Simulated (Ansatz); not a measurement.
C2H5NO2 can be A, `NC(=O)CO`, or B, `C=NC(O)O`.

Calculated with Ansatz (gas phase, PBE0-D4/def2-TZVP geometries, no zero-point term in ΔE). CBS: MP2 limit from def2 TZ/QZ plus the TZ coupled-cluster correction, frozen cores. Functionals use def2-TZVPP. B3LYP here is the variant with VWN-RPA as its local correlation; programs differ in this. Each species was taken in one conformer, which may not be the lowest.

Q: Which isomer does CCSD(T)/CBS put lower? Give the gap. (Best estimate.)

A: The calculation gave: A, by 96.5 kJ/mol.

Q: Give E(B) − E(A) in kJ/mol with B2PLYP, PBE-D4, PBE0-D4, B3LYP-D4, ωB97M-V, HF/def2-TZVPP, CCSD/def2-TZVPP. (Estimate.)

A: The calculation gave: B2PLYP 105.9, PBE-D4 110.0, PBE0-D4 112.1, B3LYP-D4 108.1, ωB97M-V 105.1, HF/def2-TZVPP 106.5, CCSD/def2-TZVPP 95.2. None reverses the order clearly.

Largest T1 diagnostic: 0.014.

In def2-TZVPP, CCSD(T) changes the Hartree–Fock value by −12.7 kJ/mol (the triples alone add −1.5 kJ/mol) and MP2 by −5.0 kJ/mol.
